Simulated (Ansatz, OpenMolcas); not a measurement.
A ladder of methods for HBS (hydrogen boron sulfide)

The species is HBS (3 atoms), meant as a singlet with charge 0. As SMILES, `B=S`. The shape is that of a PBE0-D4/def2-TZVP optimisation.

```
atom    x (Å)    y (Å)    z (Å)
   B  -0.0387  -0.0146   0.1348
   S   0.3992   0.1476  -1.3933
   H  -0.3605  -0.1331   1.2585
```

Each level gives the energy change with the B1–S2 bond stretched from 1.598 to 1.997 Å (eV). The values are calculated.

```tsv
level	kind	program	value (eV)	less FCI/STO-3G	CPU time (all runs)
PBE/STO-3G (restricted)	GGA	Ansatz	2.87	-0.04	1.2 s
r2SCAN/STO-3G (restricted)	meta-GGA	Ansatz	3.10	+0.19	3 s
B3LYP/STO-3G (restricted)	global hybrid	Ansatz	3.07	+0.16	1.2 s
PBE0/STO-3G (restricted)	global hybrid	OpenMolcas	3.25	+0.34	11 s
wB97X/STO-3G (restricted)	range-separated hybrid	Ansatz	3.50	+0.59	5.2 s
B2PLYP/STO-3G (restricted)	double hybrid	Ansatz	3.00	+0.09	1.5 s
MP2/STO-3G (restricted)	perturbation theory	OpenMolcas	3.44	+0.53	6.4 s
CCSDT(Q)/STO-3G (restricted)	coupled cluster or CI	Ansatz	2.83	-0.08	0.73 s
CCSDTQ/STO-3G (restricted)	coupled cluster or CI	Ansatz	2.89	-0.02	4.4 s
FCI/STO-3G	exact in the basis	OpenMolcas	2.91	0.00	9.3 s
```

FCI/STO-3G is exact within its basis and frozen core, so for wave-function methods in that basis the difference is their error; functionals converge differently with the basis, so for them it is only a difference. The first shape isn't each level's own minimum. The values span 2.83 to 3.50 eV. All rows use very small basis sets, so none should be taken for the real molecule's value. In so small a basis fixed costs decide the times, and correlated methods can beat functionals. CPU times are rough (shared hosts, several kinds of processor and program).
